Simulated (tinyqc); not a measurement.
Inside a calculation. Method: Hueckel theory of the pi electrons, for the molecule c1ccsc1 (SMILES; centres numbered as the heavy atoms are written). One step of it, computed by the program tinyqc.

Question. Orbitals. Diagonalise; E = alpha + x beta with beta < 0, so the largest x are filled first; degenerate levels share their electrons. P = sum n_i c_ri c_si; each orbital has its largest coefficient positive (the first on a tie).

Hueckel matrix in units of beta (H = alpha + beta A):
```
          1C        2C        3C        4S        5C
1C  0.000000  1.000000  0.000000  0.000000  1.000000
2C  1.000000  0.000000  1.000000  0.000000  0.000000
3C  0.000000  1.000000  0.000000  0.650000  0.000000
4S  0.000000  0.000000  0.650000  1.000000  0.650000
5C  1.000000  0.000000  0.000000  0.650000  0.000000
```

pi electrons, sum of z_r less the charge = 6

Give: x values; occupations; coefficients; charge and bond-order matrix P.

Answer.

x values: 1.9474  1.0000  0.6180  -0.9474  -1.6180

occupations: 2.0000  2.0000  2.0000  0.0000  0.0000

coefficients:
```
       MO1      MO2      MO3      MO4      MO5
1C  0.4270  -0.4785  -0.3717  -0.2978   0.6015
2C  0.4270  -0.4785   0.3717  -0.2978  -0.6015
3C  0.4045   0.0000   0.6015   0.5800   0.3717
4S  0.5551   0.7362   0.0000  -0.3872   0.0000
5C  0.4045   0.0000  -0.6015   0.5800  -0.3717
```

charge and bond-order matrix P:
```
         1C       2C       3C       4S       5C
1C   1.0990   0.5462  -0.1018  -0.2306   0.7927
2C   0.5462   1.0990   0.7927  -0.2306  -0.1018
3C  -0.1018   0.7927   1.0509   0.4491  -0.3963
4S  -0.2306  -0.2306   0.4491   1.7002   0.4491
5C   0.7927  -0.1018  -0.3963   0.4491   1.0509
```
